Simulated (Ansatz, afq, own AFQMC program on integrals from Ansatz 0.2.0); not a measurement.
# F, doublet → F⁺, triplet

A free F atom.

E(triplet, charge +1) − E(doublet, charge +0) at this geometry, on UHF and UHF determinants.

Basis aug-cc-pVDZ. Only valence electrons are correlated. Ansatz 0.2.0 and our own AFQMC program on the same integrals; the CISD trial comes from CCSD amplitudes, and released means the phaseless constraint is let go. Free AFQMC starts from the CCSD state and is never constrained. Its projection time is finite, and what remains of the start isn't in its error. ± is one standard error of the sampling. The errors of all members are added in quadrature.

Full CI on the same integrals is exact in this basis and with this determinant's frozen core.

The best estimate is CCSD(T) at the basis-set limit (CBS: def2-TZVPP and def2-QZVPP, with their diffuse functions for anions and beside diffuse sets, CCSD(T) itself extrapolated) plus the step from CCSD(T) to full CI in aug-cc-pVDZ. Rows without CBS are in aug-cc-pVDZ, the functionals in def2-TZVP; B2PLYP and the wave-function rows carry a basis error of their own. Core correlation and relativity beyond core potentials are missing, and ± holds the sampling alone.

```
level  vertical ionization energy (kcal/mol)
B3LYP                                  408.7
 CCSD                                  394.0
  MP2                                  395.9
```

Question: From these cheaper values, estimate the vertical ionization energy at the level of the best estimate.

Answer: 401.5 kcal/mol (best estimate, highest rung FCI).

| level | vertical ionization energy (kcal/mol) | error against the best estimate (kcal/mol) |
| --- | --- | --- |
| HF | 363.6 | -37.9 |
| CCSD(T) | 394.7 | -6.8 |
| CCSDT | 394.7 | -6.8 |
| CCSDT(Q) | 394.8 | -6.7 |
| ph-AFQMC/CISD | 394.7 ± 0.09 | -6.8 ± 0.09 |
| released AFQMC | 394.7 ± 0.1 | -6.8 ± 0.1 |
| free AFQMC | 394.7 ± 0.2 | -6.8 ± 0.2 |
| FCI | 394.8 | -6.7 |
| HF/CBS | 360.9 | -40.6 |
| MP2/CBS | 402.4 | 0.9 |
| CCSD(T)/CBS | 401.4 | -0.1 |
| PBE | 407.0 | 5.5 |
| r2SCAN | 404.4 | 2.9 |
| PBE0 | 402.3 | 0.7 |
| wB97M-V | 402.2 | 0.7 |
| B2PLYP | 402.3 | 0.8 |

Correlation beyond CCSD(T) adds 0.1 kcal/mol. Going to the basis-set limit adds 6.7 kcal/mol at CCSD(T). The perturbative (T) step is worth +0.7 kcal/mol. The functionals spread over 6.5 kcal/mol; wB97M-V and PBE0 come nearest and B3LYP is 7.2 kcal/mol too high.

Best estimates are given only where the step beyond CCSD(T) is under 0.3 eV and no member's determinant is very poor (T1 over 0.05, or 0.07 for open shells, ⟨S²⟩ too high by 0.3, two states mixed), so the hardest cases are missing from such tables.

The functionals ran in a triple-zeta set and keep a basis error of their own, a few kJ/mol for each bond in atomization energies and more for double hybrids, so close places among them and the extrapolated levels can swap.

CCSDT and higher add their correlation energy to the determinant of the CCSD(T) run, since their own runs factorise the integrals more tightly (a shift of under 2 meV). Free projections are given only where their last times agree within the noise and don't stop above the reference; a slow remainder of the start can still hide under it. Each member of a difference takes its own highest rung, so a best estimate needn't equal the limit plus the step of one row. A walk keeps the symmetry of its determinant, which the program's search chose and which needn't be the lowest solution, so a lower state of the same spin and another symmetry isn't excluded. Released energies are given only where the last usable release times agree within the noise; a slower fall can still hide under it.
